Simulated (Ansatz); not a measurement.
Process, species as SMILES: O=CO + 3 [H][H] (H2) → C (CH4) + 2 O (H2O)
B3LYP-D3(BJ)/def2-TZVP geometries, fixed; electronic energies without zero-point terms.
Largest species:
```xyz
5

O     -1.0316    -0.4355    -0.0191
C      0.0042     0.4206     0.0039
O      1.1586     0.1057     0.0179
H     -0.6697    -1.3375    -0.0221
H     -0.3712     1.4518     0.0079
```
Charge 0, spin multiplicity 1.

The energy of full hydrogenation at CCSD(T) with Ansatz (an electronic-structure program), in kcal/mol, split into its Hartree-Fock and correlation parts. Cores are frozen. Species with rotatable bonds are taken in one conformer. No added dispersion term, no relativity. Functions are those of the species that has most.

```tsv
basis	X	functions	Hartree-Fock	CCSD(T)
cc-pVDZ	2	52	-52.42	-44.14
cc-pVTZ	3	118	-54.50	-52.41
cc-pVQZ	4	225	-55.64	-54.81
```

Worked estimate of the basis-set limit from each neighbouring pair, with Hartree-Fock from the larger set and the correlation part extrapolated as X^-3.
Correlation parts: X = 2: 8.28, X = 3: 2.09, X = 4: 0.83.
- (2,3): (27·(2.09) - 8·(8.28))/19 = -0.52; with Hartree-Fock -54.50 the estimate is -55.02 kcal/mol.
- (3,4): (64·(0.83) - 27·(2.09))/37 = -0.09; with Hartree-Fock -55.64 the estimate is -55.73 kcal/mol.
The last two estimates differ by 0.71 kcal/mol; the largest set lies 0.92 from the last. Over the last step Hartree-Fock moves by -1.14 and the correlation part by -1.26.
